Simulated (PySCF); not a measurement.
O2, charge +1, multiplicity 2. Atoms are numbered in the order given.

```xyz
2

O      0.0000     0.0000    -0.5492
O      0.0000     0.0000     0.5492
```
Charge +1, spin multiplicity 2.

Coordinates come from a PBE0-D3(BJ)/def2-TZVPD optimisation.

Calculation: PBE0/def2-TZVPD (PySCF).

Isolated molecule, no solvent.

```yaml
total_energy: -149.78129 hartree
point_group: D∞h
"α spin, highest occupied and lowest empty level": -20.23 and -16.03 eV
"β spin, highest occupied and lowest empty level": -26.76 and -15.53 eV
dipole_moment_about_the_centre_of_nuclear_charge: 0.00 D
mean_static_polarisability: 6.4 bohr³ (0.95 Å³)
polarisability_principal_values: 5.0, 5.0, 9.2 bohr³
"⟨S²⟩": 0.753 (pure state 0.75)
```
